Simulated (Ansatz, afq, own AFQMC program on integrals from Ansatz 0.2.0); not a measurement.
Two steps: Ansatz 0.2.0 writes the Fock matrix and Cholesky factors of the valence space, and afq projects on them the lowest state that overlaps trial and start.

```yaml
crystal:
  periodic: [false, false, false]
  atoms:
    - {symbol: C, position_ang: [-0.922120, 1.280088, -0.239719]}
    - {symbol: C, position_ang: [-0.407340, 0.076978, -0.358098]}
    - {symbol: C, position_ang: [0.483356, -0.699247, -1.220900]}
    - {symbol: H, position_ang: [-0.690479, 2.079143, -0.963971]}
    - {symbol: H, position_ang: [-1.599820, 1.548329, 0.579009]}
    - {symbol: H, position_ang: [-0.035586, -1.571402, -1.650917]}
    - {symbol: H, position_ang: [0.866062, -0.085965, -2.060083]}
    - {symbol: H, position_ang: [1.351917, -1.081413, -0.660181]}
basis:
  gaussian: {orbitals: def2-TZVP}
magnetization: {spin_polarized: true, initial_magnetization: 1}
correlation: {method: ccsd_t, electrons: outside_noble_gas, hamiltonian_folder: ham}
```

```sh
$ ansatz run in.yaml --threads 1 --pin off --events-out ev --progress --plain --max-ram 24576MiB --backend cuda --devices 0, --max-vram 18GiB
```

afq runs on the folder ham with

```
--method phaseless --trial cisd --walkers 900 --populations 20 --least-time 60 --time-step 0.005 --steps-per-block 50 --equilibration-blocks 28 --max-blocks 4000 --target-error 0.00024 --factor-cut 1e-05 --start spin_pure --seed 5738 --release-times 0.24,0.51,0.99,1.5 --release-step 0.03 --release-every 4 --taylor-order 6
```

Times are imaginary, in 1/Eh. The walk had a cap of 260 s. With eight or more populations the least sampling time is a fifth of least-time, and the error comes from their spread.

Output of the walk:

```
orbitals 120  electrons 9 8  factors 837 of 837
reference energy -116.47732839 Eh
CCSD correlation -0.49112536 Eh in 14 cycles, weight of the determinant in the CISD state 0.8074
energy of the start -116.945402 Eh
 block  time / (1/Eh)  mean weight  energy / Eh
     1     0.250  0.9998  -116.950177
     2     0.500  1.0001  -116.964798
     3     0.750  0.9993  -116.972639
     4     1.000  1.0001  -116.979098
     5     1.250  0.9996  -116.984804
     7     1.750  0.9990  -116.986961
     9     2.250  1.0007  -116.989675
    13     3.250  0.9997  -116.989426
    21     5.250  0.9990  -116.992426
    25     6.250  0.9997  -116.996396
    29     7.250  0.9993  -116.994618
    37     9.250  1.0002  -116.990608
    41    10.250  0.9997  -116.985772
    45    11.250  0.9996  -116.991747
    53    13.250  0.9999  -116.989546
    61    15.250  0.9990  -116.989641
    69    17.250  0.9997  -116.992305
    77    19.250  1.0008  -116.993519
    85    21.250  1.0005  -116.987959
    93    23.250  1.0000  -116.995903
   101    25.250  0.9998  -116.989497
   109    27.250  0.9997  -116.990492
   117    29.250  1.0000  -116.989608
   125    31.250  0.9995  -116.991790
   133    33.250  1.0000  -116.987357
   141    35.250  1.0010  -116.992674
   149    37.250  1.0008  -116.993011
   157    39.250  1.0002  -116.992443
   165    41.250  0.9994  -116.990255
   173    43.250  1.0000  -116.991935
   181    45.250  0.9999  -116.995864
error from the spread of 20 populations
released: time / (1/Eh)  energy / Eh  error  mean overlap
  0.24  -116.991481  0.000425  0.9956
  0.51  -116.991601  0.000453  0.9933
  0.99  -116.991816  0.000485  0.9895
  1.50  -116.992534  0.000748  0.9599
energy -116.991288 +/- 0.000373 Eh
(rows thinned)
```

The run passed its tests (sampling time, drift between the halves within three errors, error under three times the target), which doesn't prove that it has relaxed, ending at its cap on processor time.

Against this walk (error 10.1 meV) on the same determinant: CCSD(T) 64.2 meV higher. The error is statistical and leaves out the bias of the constraint. The determinant has ⟨S²⟩ = 0.93, so the low cluster orders mix in higher spin (the high orders can go on to a lower state of that spin), while the walk starts as a pure doublet. None of these is a sure reference here. Released to 0.99 1/Eh the energy moves by -14 ± 17 meV (both errors), within twice the noise.

Cautions: constraint bias not in the error; error above the target (10.1 against 6.5 meV); unrestricted determinant spin contaminated (⟨S²⟩ 0.93 against 0.75).

The walk took 4.3 min on 1 × NVIDIA H100 80GB HBM3 with 2 threads of AMD EPYC 7R13 Processor (Zen 3) (shared host) (the card was shared). The log's last line is the phaseless energy.
